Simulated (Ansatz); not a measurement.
Multireference treatment of C5H7, doublet

Computed with Ansatz's Gaussian-basis code (development build). Basis cc-pVTZ, nonrelativistic, 5 orbitals frozen in the corrections. State-specific CASSCF; RHF is the lowest restricted (open-shell) Hartree–Fock solution met. Solutions may break the symmetry of the shape. The lowest solution met needn't be the lowest there is, nor hold the orbitals that a chemist would pick.

Geometry:

```xyz
12

C     0.0000   -2.4651    0.2280
C     0.0000   -1.2489   -0.3927
C     0.0000    0.0000    0.2716
C     0.0000    1.2489   -0.3927
C     0.0000    2.4651    0.2280
H     0.0000   -2.5475    1.3120
H     0.0000   -1.2251   -1.4835
H     0.0000    0.0000    1.3618
H     0.0000    1.2251   -1.4835
H     0.0000    2.5475    1.3120
H     0.0000   -3.3921   -0.3360
H     0.0000    3.3921   -0.3360
```

(1) What do CASSCF and its corrections give against RHF in CAS(5,5), and what are the occupations?

(2) Roughly how much CPU time does a whole run from the default start take (median of such runs, summed over threads; nearly all runs on one pinned thread of a shared server, mostly Xeon at 2.3 to 2.6 GHz, by a development driver)?

## Answers

(1) CASSCF -1.825 eV, SC-NEVPT2 -22.187 eV; occupations 1.93, 1.88, 1.00, 0.12, 0.07.

(2) CAS(5,5): about 2.5 min. Other jobs ran beside these, and the count of passes differs.
